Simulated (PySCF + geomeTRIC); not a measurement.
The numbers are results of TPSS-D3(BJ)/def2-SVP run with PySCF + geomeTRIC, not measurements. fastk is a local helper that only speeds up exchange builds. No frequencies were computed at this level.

```python
import json, numpy as np
from pyscf import gto, dft
from fastk import lowrank_exchange
atoms = """
C     -1.372682    -0.086259     0.025103
S      0.060762    -1.189322    -0.119740
C      1.374054     0.059397    -0.027807
H     -1.331361     0.440284     0.974817
H     -1.374985     0.617076    -0.803286
H     -2.258464    -0.710900    -0.015272
H      2.318702    -0.468178    -0.103438
H      1.270174     0.757344    -0.854241
H      1.313799     0.580556     0.923863
"""
def scf(charge, spin, dm0=None):
    mol = gto.M(atom=atoms, basis='def2-svp', ecp={}, charge=charge, spin=spin, verbose=3, max_memory=15120)
    mf = dft.KS(mol, xc='tpss').density_fit(auxbasis="def2-universal-jkfit")
    mf.disp = 'd3bj'
    mf.grids.level = 3
    mf.conv_tol = 1e-8
    mf.max_cycle = 120
    mf.level_shift = 0.25
    mf.kernel(dm0)
    if not mf.converged:
        mf = mf.newton().run(mf.mo_coeff, mf.mo_occ).undo_soscf()
    return mf
mf = scf(0, 0)
from pyscf.geomopt.geometric_solver import kernel as optimize
path = []
done, mol = optimize(mf, maxsteps=120, assert_convergence=False, callback=lambda env: path.append((env["energy"], bool(env["g_scanner"].converged))))
res = dict(converged=bool(done and path[-1][1]), energy=path[-1][0], path=[e for e, c in path], xyz=mol.atom_coords(unit="Angstrom").tolist(), nao=mol.nao)
json.dump(res, open("result.json", "w"))
```

Output:

```
converged SCF energy = -477.87338077161
Geometry optimization cycle 1
converged SCF energy = -477.87338077163
cycle 1: E = -477.873380772  dE = -477.873  norm(grad) = 0.033396
Geometry optimization cycle 2
converged SCF energy = -477.874931759847
cycle 2: E = -477.87493176  dE = -0.00155099  norm(grad) = 0.00340309
Geometry optimization cycle 3
converged SCF energy = -477.874950372608
cycle 3: E = -477.874950373  dE = -1.86128e-05  norm(grad) = 0.0014647
Geometry optimization cycle 4
converged SCF energy = -477.874955097754
cycle 4: E = -477.874955098  dE = -4.72515e-06  norm(grad) = 0.000125659
Geometry optimization cycle 5
converged SCF energy = -477.874955132373
cycle 5: E = -477.874955132  dE = -3.46195e-08  norm(grad) = 3.39038e-05
<class 'geometric.internal.Distance'> : 8
<class 'geometric.internal.Angle'> : 13
<class 'geometric.internal.Dihedral'> : 6
<class 'geometric.internal.TranslationX'> : 1
<class 'geometric.internal.TranslationY'> : 1
<class 'geometric.internal.TranslationZ'> : 1
<class 'geometric.internal.RotationA'> : 1
<class 'geometric.internal.RotationB'> : 1
<class 'geometric.internal.RotationC'> : 1
Step    0 : Gradient = 1.113e-02/1.162e-02 (rms/max) Energy = -477.8733807716
Step    1 : Displace = 3.438e-02/4.513e-02 (rms/max) Trust = 1.000e-01 (=) Grad = 1.134e-03/2.094e-03 (rms/max) E (change) = -477.8749317598 (-1.551e-03) Quality = 1.010
Step    2 : Displace = 4.368e-03/5.773e-03 (rms/max) Trust = 1.414e-01 (+) Grad = 4.882e-04/8.376e-04 (rms/max) E (change) = -477.8749503726 (-1.861e-05) Quality = 1.406
Step    3 : Displace = 3.949e-03/5.421e-03 (rms/max) Trust = 2.000e-01 (+) Grad = 4.189e-05/6.436e-05 (rms/max) E (change) = -477.8749550978 (-4.725e-06) Quality = 1.000
Step    4 : Displace = 2.539e-04/3.508e-04 (rms/max) Trust = 2.828e-01 (+) Grad = 1.130e-05/1.739e-05 (rms/max) E (change) = -477.8749551324 (-3.462e-08) Quality = 0.487
Converged! =D
```

Cost: around 80 core-seconds (rough).
